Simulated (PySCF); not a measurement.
**Simulated absorption spectrum**

Compound: ethylene carbonate, C3H4O3.
Atom-mapped SMILES: `[O:1]=[C:2]1[O:3][CH2:4][CH2:5][O:6]1` (hydrogens: H7, H8 on C4; H9, H10 on C5)

Structure used (PBE0-D3(BJ)/def2-TZVP), in Å, numbered top down from 1:
```xyz
10
C3H4O3 angstrom
O      2.5252    0.5295   -0.7888
C      1.4172    0.2954   -0.4418
O      0.8928   -0.9406   -0.3293
C     -0.4573   -0.8776    0.1003
C     -0.7209    0.6227    0.2683
O      0.5062    1.2289   -0.1038
H     -0.5561   -1.4346    1.0329
H     -1.0908   -1.3365   -0.6602
H     -0.9539    0.9020    1.2968
H     -1.5091    0.9910   -0.3899
```

Level of theory: PySCF 2.14.0, density-fitted response routines, TDDFT CAM-B3LYP/aug-cc-pVTZ, vertical, gas phase, core orbitals frozen in the response. Isolated species at its PBE0-D3(BJ)/def2-TZVP geometry, gas phase.

Each state is given a Gaussian of 0.4 eV full width at half maximum, with ε(max) = 2.175×10⁸ f / Δν̃ (Δν̃ the width in cm⁻¹). The width is an assumption, not a result. The curve ends short of the highest state used, and states not computed would add to its high-energy end.

(E (eV), ε (L mol⁻¹ cm⁻¹)): (6.59, 0), (6.63, 0), (6.68, 0), (6.73, 0), (6.77, 0), (6.82, 0), (6.86, 0), (6.91, 0), (6.95, 0), (7.00, 0), (7.04, 0), (7.09, 0), (7.14, 0), (7.18, 1), (7.23, 2), (7.27, 6), (7.32, 14), (7.36, 28), (7.41, 62), (7.45, 109), (7.50, 205), (7.55, 355), (7.59, 518), (7.64, 769), (7.68, 994), (7.73, 1268), (7.77, 1452), (7.82, 1593), (7.87, 1610), (7.91, 1532), (7.96, 1348), (8.00, 1167), (8.05, 959), (8.09, 853), (8.14, 848), (8.18, 972)

Q: Where are the band maxima, and which computed states make them?

A: 158 nm (7.85 eV), ε about 1600, made up of S3 (49%) and S4 (51%) (ε in L mol⁻¹ cm⁻¹; maxima over ε = 5, shares over 10%). At its high-energy end, 8.18 eV, the curve is still rising (ε about 970, from S4, S6 and S7). The states used: S1 7.19 eV (f 0.0000); S2 7.64 eV (f 0.0000); S3 7.82 eV (f 0.012); S4 7.88 eV (f 0.012); S5 8.07 eV (f 0.0000); S6 8.47 eV (f 0.039); S7 8.52 eV (f 0.012); S8 8.55 eV (f 0.0029); S9 8.76 eV (f 0.0001); S10 8.78 eV (f 0.0026).

Q: Coming from long wavelengths, where does ε first pass 100 L mol⁻¹ cm⁻¹?

A: At about 167 nm (7.44 eV), 0.26 eV above S1.

Q: What would ε be at 7.85 eV, the highest of these maxima, with half the width (0.2 eV)?

A: About 3100 L mol⁻¹ cm⁻¹ against 1620, a factor of about 1.9; a lone state at its own centre would give exactly 2.
